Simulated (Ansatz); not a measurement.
A nudged elastic band was laid between two geometries of H2O + H4Si (8 atoms, charge 0, multiplicity 1).

The calculation used RKS revPBE-D4/def2-SVPD (Ansatz).

| Item | Value |
| --- | --- |
| movable images | 7 |
| climbing image | yes |
| spring | 5.0 eV/Å² |
| optimiser | quadratic models (default) |
| start path | through a guess of the saddle point |
| force threshold | 0.05 eV/Å |
| iteration limit | 60 |
| end points | relaxed |

Image 0:

```xyz
8
Properties=species:S:1:pos:R:3
Si 0.486 0.057 -0.173
H 0.530 -0.019 1.326
H 1.902 0.041 -0.686
H -0.178 1.324 -0.618
H -0.230 -1.140 -0.729
O -2.524 0.025 0.991
H -2.889 -0.832 0.711
H -2.360 -0.085 1.943
```

Image 8:

```xyz
8
Properties=species:S:1:pos:R:3
Si -0.379 -0.158 -0.600
H -0.208 0.897 2.918
H 0.753 -0.910 0.046
H -0.151 1.317 -0.497
H -0.471 -0.577 -2.044
O -1.850 -0.436 0.213
H -2.173 -1.352 0.212
H -0.783 0.590 2.516
```

(1) Which bonds break or form, and what moves?

(2) Give the energies along the band, and the barrier.

(3) What is the geometry of the highest image?

(4) What are the harmonic wavenumbers there?

## Answers

(1) Bonds broken: Si1–H2, O6–H8. Bonds formed: Si1–O6, H2–H8. H2O + H4Si becomes H2 + H4OSi.

(2) It converged. The highest image is number 3 of 0 to 8, 1.62 eV above the first end and 1.92 eV above the last; the last end lies 0.30 eV below the first. A vibrational analysis at the climbing image gives one clearly imaginary mode, 1186i cm⁻¹: a first-order saddle point. The orbitals stay closed-shell, which can raise the energy where a bond breaks towards radicals; this wasn't checked here.

| image | path coordinate (Å) | energy (eV) | Si1–H2 (Å) | O6–H8 (Å) | Si1–O6 (Å) |
| --- | --- | --- | --- | --- | --- |
| 0 | 0.00 | 0.00 | 1.50 | 0.97 | 3.23 |
| 1 | 0.96 | 0.04 | 1.51 | 0.97 | 3.34 |
| 2 | 1.92 | 0.45 | 1.53 | 0.98 | 2.74 |
| 3 | 2.89 | 1.62 | 1.82 | 1.15 | 1.98 |
| 4 | 3.38 | 0.83 | 2.10 | 1.56 | 1.80 |
| 5 | 3.87 | 0.08 | 2.46 | 1.90 | 1.72 |
| 6 | 4.35 | -0.21 | 2.86 | 2.24 | 1.71 |
| 7 | 4.84 | -0.29 | 3.29 | 2.58 | 1.70 |
| 8 | 5.33 | -0.30 | 3.68 | 2.74 | 1.70 |

(3) 
```xyz
8
Properties=species:S:1:pos:R:3
Si -0.177 0.038 -0.146
H -0.129 0.557 1.598
H 1.184 -0.561 0.101
H -0.124 1.447 -0.646
H -0.704 -0.813 -1.289
O -1.918 -0.249 0.753
H -2.219 -1.176 0.842
H -1.176 0.127 1.549
```

(4) 1186i, 125, 408, 497, 601, 807, 852, 883, 924, 966, 1046, 1304, 1590, 1835, 2071, 2131, 2200, 3664 cm⁻¹.

Run time: 3.4 min on 2 threads of Arm Neoverse V2, on a shared host, peak memory 0.14 GiB.
